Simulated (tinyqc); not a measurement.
UHF in the sto-3g basis, for H2O, spin multiplicity 1, step by step. One step of it, computed by the program tinyqc.

Problem. Iteration 1: diagonalisation and new density. Diagonalise F' = X^T F X, C = X C', fill 5 alpha and 5 beta electrons from the bottom; D(s) = C_occ C_occ^T; the new density keeps 0.2 of the old one (damping). Each column has its largest component positive (the first on a tie).

F(alpha) (hartree):
```
             1O 1s      1O 2s     1O 2px     1O 2py     1O 2pz      2H 1s      3H 1s
1O 1s   -19.630451  -5.051772   0.000000   0.000000  -0.028208  -0.764123  -0.764123
1O 2s    -5.051772  -2.053700   0.000000   0.000000  -0.131851  -0.714291  -0.714291
1O 2px    0.000000   0.000000  -0.024514   0.051967   0.000000  -0.036435   0.036435
1O 2py    0.000000   0.000000   0.051967  -0.082289   0.000000  -0.279655   0.279655
1O 2pz   -0.028208  -0.131851   0.000000   0.000000  -0.096975  -0.283631  -0.283631
2H 1s    -0.764123  -0.714291  -0.036435  -0.279655  -0.283631  -0.326427  -0.266552
3H 1s    -0.764123  -0.714291   0.036435   0.279655  -0.283631  -0.266552  -0.326427
```

F(beta) (hartree):
```
             1O 1s      1O 2s     1O 2px     1O 2py     1O 2pz      2H 1s      3H 1s
1O 1s   -19.630451  -5.051772   0.000000   0.000000  -0.028208  -0.764123  -0.764123
1O 2s    -5.051772  -2.053700   0.000000   0.000000  -0.131851  -0.714291  -0.714291
1O 2px    0.000000   0.000000  -0.024514  -0.051967   0.000000   0.036435  -0.036435
1O 2py    0.000000   0.000000  -0.051967  -0.082289   0.000000  -0.279655   0.279655
1O 2pz   -0.028208  -0.131851   0.000000   0.000000  -0.096975  -0.283631  -0.283631
2H 1s    -0.764123  -0.714291   0.036435  -0.279655  -0.283631  -0.326427  -0.266552
3H 1s    -0.764123  -0.714291  -0.036435   0.279655  -0.283631  -0.266552  -0.326427
```

X:
```
            1O 1s      1O 2s    1O 2px     1O 2py     1O 2pz      2H 1s      3H 1s
1O 1s    1.023469  -0.135248  0.000000   0.000000  -0.007365   0.017919   0.017919
1O 2s   -0.135248   1.139595  0.000000   0.000000   0.069304  -0.204104  -0.204104
1O 2px   0.000000   0.000000  1.000000   0.000000   0.000000   0.000000   0.000000
1O 2py   0.000000   0.000000  0.000000   1.058659   0.000000  -0.156715   0.156715
1O 2pz  -0.007365   0.069304  0.000000   0.000000   1.040818  -0.120674  -0.120674
2H 1s    0.017919  -0.204104  0.000000  -0.156715  -0.120674   1.116677  -0.070385
3H 1s    0.017919  -0.204104  0.000000   0.156715  -0.120674  -0.070385   1.116677
```

D(alpha) at the start:
```
            1O 1s      1O 2s     1O 2px     1O 2py     1O 2pz      2H 1s      3H 1s
1O 1s    1.035753  -0.150371   0.000000   0.000000   0.049937  -0.063639  -0.063639
1O 2s   -0.150371   0.672711   0.000000   0.000000  -0.183553   0.173973   0.173973
1O 2px   0.000000   0.000000   0.960530  -0.119191   0.000000   0.162584  -0.162584
1O 2py   0.000000   0.000000  -0.119191   0.809941   0.000000   0.139037  -0.139037
1O 2pz   0.049937  -0.183553   0.000000   0.000000   0.914978   0.065456   0.065456
2H 1s   -0.063639   0.173973   0.162584   0.139037   0.065456   0.119805   0.001008
3H 1s   -0.063639   0.173973  -0.162584  -0.139037   0.065456   0.001008   0.119805
```

D(beta) at the start:
```
            1O 1s      1O 2s     1O 2px     1O 2py     1O 2pz      2H 1s      3H 1s
1O 1s    1.035753  -0.150371   0.000000   0.000000   0.049937  -0.063639  -0.063639
1O 2s   -0.150371   0.672711   0.000000   0.000000  -0.183553   0.173973   0.173973
1O 2px   0.000000   0.000000   0.960530   0.119191   0.000000  -0.162584   0.162584
1O 2py   0.000000   0.000000   0.119191   0.809941   0.000000   0.139037  -0.139037
1O 2pz   0.049937  -0.183553   0.000000   0.000000   0.914978   0.065456   0.065456
2H 1s   -0.063639   0.173973  -0.162584   0.139037   0.065456   0.119805   0.001008
3H 1s   -0.063639   0.173973   0.162584  -0.139037   0.065456   0.001008   0.119805
```

overlap S:
```
           1O 1s     1O 2s    1O 2px     1O 2py    1O 2pz     2H 1s      3H 1s
1O 1s   1.000000  0.236704  0.000000   0.000000  0.000000  0.035251   0.035251
1O 2s   0.236704  1.000000  0.000000   0.000000  0.000000  0.365465   0.365465
1O 2px  0.000000  0.000000  1.000000   0.000000  0.000000  0.000000   0.000000
1O 2py  0.000000  0.000000  0.000000   1.000000  0.000000  0.241346  -0.241346
1O 2pz  0.000000  0.000000  0.000000   0.000000  1.000000  0.220347   0.220347
2H 1s   0.035251  0.365465  0.000000   0.241346  0.220347  1.000000   0.197745
3H 1s   0.035251  0.365465  0.000000  -0.241346  0.220347  0.197745   1.000000
```

Give: F' = X^T F X; orbital energies; coefficients C; F' = X^T F X; orbital energies; coefficients C; D(alpha) after iteration 1; D(beta) after iteration 1.

Solution.

F' = X^T F X (alpha) (hartree):
```
          1        2        3        4        5        6        7
1  -19.2509  -2.6932   0.0000   0.0000  -0.0515  -0.0683  -0.0683
2   -2.6932  -0.9429   0.0000   0.0000   0.0334  -0.4024  -0.4024
3    0.0000   0.0000  -0.0245   0.0664   0.0000  -0.0514   0.0514
4    0.0000   0.0000   0.0664   0.0904   0.0000  -0.3404   0.3404
5   -0.0515   0.0334   0.0000   0.0000   0.0170  -0.2615  -0.2615
6   -0.0683  -0.4024  -0.0514  -0.3404  -0.2615   0.0206  -0.0991
7   -0.0683  -0.4024   0.0514   0.3404  -0.2615  -0.0991   0.0206
```

orbital energies (alpha) (hartree): MO1 -19.6406, MO2 -0.9476, MO3 -0.3766, MO4 -0.1805, MO5 -0.0399, MO6 0.5135, MO7 0.6021

coefficients C (alpha):
```
            MO1      MO2      MO3      MO4      MO5      MO6      MO7
1O 1s    0.9938  -0.2143   0.0000   0.1290   0.0000  -0.1274   0.0000
1O 2s    0.0265   0.7544   0.0000  -0.5890   0.0000   0.6988   0.0000
1O 2px   0.0000   0.0000   0.0085   0.0000   0.9879   0.0000   0.1552
1O 2py   0.0000   0.0000   0.6048   0.0000  -0.1443   0.0000   0.8851
1O 2pz   0.0037   0.1528   0.0000   0.7359   0.0000   0.7432   0.0000
2H 1s   -0.0050   0.2444   0.4726   0.2778   0.1064  -0.6834  -0.7032
3H 1s   -0.0050   0.2444  -0.4726   0.2778  -0.1064  -0.6834   0.7032
```

F' = X^T F X (beta) (hartree):
```
          1        2        3        4        5        6        7
1  -19.2509  -2.6932   0.0000   0.0000  -0.0515  -0.0683  -0.0683
2   -2.6932  -0.9429   0.0000   0.0000   0.0334  -0.4024  -0.4024
3    0.0000   0.0000  -0.0245  -0.0664   0.0000   0.0514  -0.0514
4    0.0000   0.0000  -0.0664   0.0904   0.0000  -0.3404   0.3404
5   -0.0515   0.0334   0.0000   0.0000   0.0170  -0.2615  -0.2615
6   -0.0683  -0.4024   0.0514  -0.3404  -0.2615   0.0206  -0.0991
7   -0.0683  -0.4024  -0.0514   0.3404  -0.2615  -0.0991   0.0206
```

orbital energies (beta) (hartree): MO1 -19.6406, MO2 -0.9476, MO3 -0.3766, MO4 -0.1805, MO5 -0.0399, MO6 0.5135, MO7 0.6021

coefficients C (beta):
```
            MO1      MO2      MO3      MO4      MO5      MO6      MO7
1O 1s    0.9938  -0.2143   0.0000   0.1290   0.0000  -0.1274   0.0000
1O 2s    0.0265   0.7544   0.0000  -0.5890   0.0000   0.6988   0.0000
1O 2px   0.0000   0.0000  -0.0085   0.0000   0.9879   0.0000  -0.1552
1O 2py   0.0000   0.0000   0.6048   0.0000   0.1443   0.0000   0.8851
1O 2pz   0.0037   0.1528   0.0000   0.7359   0.0000   0.7432   0.0000
2H 1s   -0.0050   0.2444   0.4726   0.2778  -0.1064  -0.6834  -0.7032
3H 1s   -0.0050   0.2444  -0.4726   0.2778   0.1064  -0.6834   0.7032
```

D(alpha) after iteration 1:
```
          1O 1s    1O 2s   1O 2px   1O 2py   1O 2pz    2H 1s    3H 1s
1O 1s    1.0473  -0.1991   0.0000   0.0000   0.0626  -0.0299  -0.0299
1O 2s   -0.1991   0.8679   0.0000   0.0000  -0.2911   0.0513   0.0513
1O 2px   0.0000   0.0000   0.9728  -0.1337   0.0000   0.1198  -0.1198
1O 2py   0.0000   0.0000  -0.1337   0.4712   0.0000   0.2442  -0.2442
1O 2pz   0.0626  -0.2911   0.0000   0.0000   0.6349   0.2065   0.2065
2H 1s   -0.0299   0.0513   0.1198   0.2442   0.2065   0.3212  -0.0780
3H 1s   -0.0299   0.0513  -0.1198  -0.2442   0.2065  -0.0780   0.3212
```

D(beta) after iteration 1:
```
          1O 1s    1O 2s   1O 2px   1O 2py   1O 2pz    2H 1s    3H 1s
1O 1s    1.0473  -0.1991   0.0000   0.0000   0.0626  -0.0299  -0.0299
1O 2s   -0.1991   0.8679   0.0000   0.0000  -0.2911   0.0513   0.0513
1O 2px   0.0000   0.0000   0.9728   0.1337   0.0000  -0.1198   0.1198
1O 2py   0.0000   0.0000   0.1337   0.4712   0.0000   0.2442  -0.2442
1O 2pz   0.0626  -0.2911   0.0000   0.0000   0.6349   0.2065   0.2065
2H 1s   -0.0299   0.0513  -0.1198   0.2442   0.2065   0.3212  -0.0780
3H 1s   -0.0299   0.0513   0.1198  -0.2442   0.2065  -0.0780   0.3212
```
